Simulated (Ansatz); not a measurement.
# N2H4 (triplet): from Hartree-Fock to the top rungs at distance N1–H4 along a hydrogen transfer = 1.170 Å, cc-pVDZ

Aim: climb from Hartree-Fock through coupled cluster and multireference methods for N2H4 (triplet) at one geometry and basis, and see what each rung misses.

Computed with Ansatz 0.2.0, Gaussian basis. Level: cc-pVDZ, core rule «outside noble gas», up to 2 orbitals frozen.

The runs, in order: UHF; CCSD(T) on ROHF; CCSD(T) on UHF; BCCD(T) on ROHF; CISD; CCSDT(Q) on ROHF; CCSDT(Q) on UHF; CASSCF and MRCISD+Q, 4 electrons in 4 orbitals; CASSCF and NEVPT2, 4 electrons in 4 orbitals; CASSCF and NEVPT2, 10 electrons in 10 orbitals.

8 further runs of the same task are left out: 7 that didn't finish, 1 set aside as unsound or not needed.

## 1. The system

The geometry derives from fragments relaxed apart (PBE0/def2-TZVP) and kept rigid, so it is no stationary point. A hydrogen atom is moved between rigid fragments.

6 atoms, charge 0, spin multiplicity 3.

Atoms are counted from 1 here; the program's logs count them from 0.

Bond lengths: N1–H2 1.012 Å, N1–H3 1.012 Å, N1–H4 1.170 Å, N5–H6 1.040 Å. Angles: H2–N1–H3 107.1°, H2–N1–H4 107.1°, H3–N1–H4 107.1°.

## 2. UHF

The input, in.yaml:

```yaml
crystal:
  periodic: [false, false, false]
  atoms:
    - {symbol: N, position_ang: [-1.246189, 0.013798, -0.027687]}
    - {symbol: H, position_ang: [-1.543469, 0.981632, -0.027687]}
    - {symbol: H, position_ang: [-1.543468, -0.388500, 0.852572]}
    - {symbol: H, position_ang: [-0.076189, 0.013798, -0.027687]}
    - {symbol: N, position_ang: [1.356811, 0.013798, -0.027687]}
    - {symbol: H, position_ang: [1.625892, -0.990428, -0.027687]}
basis:
  gaussian: {orbitals: cc-pVDZ}
magnetization: {spin_polarized: true, initial_magnetization: 2}
hamiltonian: {xc: hf}
output: {orbitals: {seedname: orbitals}}
```

On the command line:

```console
ansatz run in.yaml --threads 1 --pin off --events-out ev --progress --plain --max-ram 2393MiB
```

The runs that follow: CCSD(T) on ROHF; CCSD(T) on UHF; BCCD(T) on ROHF; CISD; CCSDT(Q) on ROHF; CCSDT(Q) on UHF; CASSCF and MRCISD+Q, 4 electrons in 4 orbitals; CASSCF and NEVPT2, 4 electrons in 4 orbitals; CASSCF and NEVPT2, 10 electrons in 10 orbitals.

Before running them: what should the planned runs give, taken together? Wanted: UCCSDT(Q) below the RHF energy; RMP2 from UCCSDT(Q); UMP2 from UCCSDT(Q); RCCSD from UCCSDT(Q); RCCSD(T) from UCCSDT(Q); UCCSD(T) from UCCSDT(Q); RCCSDT(Q) from UCCSDT(Q); NEVPT2 pair from UCCSDT(Q); NEVPT2 valence from UCCSDT(Q).

As calculated:

| quantity | value |
| --- | --- |
| UCCSDT(Q) below the RHF energy | -9.7474 eV |
| RMP2 from UCCSDT(Q) | +117.5 kJ/mol |
| UMP2 from UCCSDT(Q) | +116.8 kJ/mol |
| RCCSD from UCCSDT(Q) | +23.4 kJ/mol |
| RCCSD(T) from UCCSDT(Q) | +3.9 kJ/mol |
| UCCSD(T) from UCCSDT(Q) | +3.7 kJ/mol |
| RCCSDT(Q) from UCCSDT(Q) | +0.2 kJ/mol |
| NEVPT2 pair from UCCSDT(Q) | +113.5 kJ/mol |
| NEVPT2 valence from UCCSDT(Q) | +123.7 kJ/mol |
| levels within 1 kcal/mol (43 meV) | RCCSD(T), UCCSD(T), BCCD(T), RCCSDT, UCCSDT, RCCSDT(Q) |
| T1 diagnostic | 0.028 |
| effectively unpaired electrons | 2.02 |

**Reading.** RCCSD(T) lands +3.9 kJ/mol from the yardstick (0.4 % of the correlation energy). One determinant dominates. Of the multireference levels listed NEVPT2 pair comes nearest in total energy (+113.5 kJ/mol), which doesn't show that its space is the better one. These misses are within one basis, not against nature; the frozen cores of restricted and unrestricted runs differ, which can shift their rows.
